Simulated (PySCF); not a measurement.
Geometry:
| atom | x (Å) | y (Å) | z (Å) |
| --- | --- | --- | --- |
| C1 | -1.491 | -0.004 | 0.729 |
| N2 | -0.218 | -0.192 | 0.083 |
| C3 | 0.741 | 0.721 | -0.195 |
| C4 | 1.711 | -0.011 | -0.845 |
| N5 | 1.291 | -1.297 | -0.922 |
| N6 | 0.133 | -1.397 | -0.365 |
| H7 | -1.364 | 0.533 | 1.679 |
| H8 | -2.183 | 0.556 | 0.082 |
| H9 | -1.905 | -1.000 | 0.924 |
| H10 | 0.659 | 1.768 | 0.084 |
| H11 | 2.668 | 0.310 | -1.250 |

Geometry: PBE0-D3(BJ)/def2-SVP; GIAO shifts from PySCF 2.14.0 with density-fitted response routines, gas phase, non-relativistic, averaged over equivalent atoms.

At PBE0/6-31G* (94 basis functions, 7.2 s wall time on 1 thread of an Intel Xeon Platinum 8488C, shared host):
```json
{"atoms": "C4", "δ (ppm)": "127.6"}
{"atoms": "C3", "δ (ppm)": "116.5"}
{"atoms": "C1", "δ (ppm)": "34.8"}
{"atoms": "N6", "δ (ppm)": "354.4"}
{"atoms": "N5", "δ (ppm)": "342.2"}
{"atoms": "N2", "δ (ppm)": "221.7"}
{"atoms": "H11", "δ (ppm)": "7.41"}
{"atoms": "H10", "δ (ppm)": "7.10"}
{"atoms": "H7/H8/H9", "δ (ppm)": "3.88"}
```

Referencing at the same level of theory: TMS for $^{13}$C (σref 194.14), $^{1}$H (σref 31.96); $^{15}$N (σref 259.38) vs NH3.

Estimate the result of repeating the calculation with PBE0/def2-TZVP.

Answers


```csv
atoms,δ at PBE0/def2-TZVP,change
C4,138.2,+10.6
C3,125.5,+9.0
C1,35.7,+0.9
N6,403.7,+49.3
N5,389.3,+47.1
N2,257.9,+36.2
H11,7.76,+0.35
H10,7.44,+0.34
H7/H8/H9,3.99,+0.11
```

References, each an isolated molecule treated in the same way: $^{13}$C (186.65 ppm) and $^{1}$H (31.48 ppm) against TMS; $^{15}$N (265.93 ppm) vs NH3.

The largest change is at N6 (pyridine-type nitrogen of an azole). Cost: 216 basis functions, 21 s wall time on 1 thread of an Intel Xeon Platinum 8488C, shared host. The order of the carbon signals is the same at both levels.

Experimental scales use liquid or dissolved standards, which lie at an offset from isolated NH3 (liquid NH3: subtract about 20 ppm). Unscaled 15N shifts of sp2 nitrogen come out 20 to 40 ppm too high even then.
